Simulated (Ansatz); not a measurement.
## AlH3: a line through the functionals

The species is AlH3 (4 atoms), meant as a singlet with charge 0. As SMILES, `[AlH3]`. The shape is that of a PBE0-D4/def2-TZVP optimisation.

The vertical energy of the triplet above the singlet y, in eV, basis 6-31G(d); a is the functional's share of exact exchange. Programs: Ansatz 0.2.0.

| functional | program | a | y (eV) |
| --- | --- | --- | --- |
| PBE | Ansatz | 0 | 4.59 |
| r2SCAN | Ansatz | 0 | 4.70 |
| B3LYP | Ansatz | 0.2 | 5.01 |
| r2SCAN0 | Ansatz | 0.25 | ? |
| PBE0 | Ansatz | 0.25 | 4.90 |
| BHLYP | Ansatz | 0.5 | 5.30 |

Fit y = c + s·a to the known rows and predict r2SCAN0.


1. Means of the 5 rows: a = 0.1900, y = 4.900.
2. Σ(Δa)² = 0.172, Σ(Δa·Δy) = 0.222, so the slope is 0.222/0.172 = 1.2907.
3. Intercept: 4.900 − (1.2907) × 0.1900 = 4.655. The largest residual of the fit is 0.097.
4. r2SCAN0: 4.655 + (1.2907) × 0.25 = 4.98 eV.

The run gave 4.91 eV, so the prediction is off by +0.07 eV, within the largest residual. The rows mix families of semi-local functionals, which the line can't see.
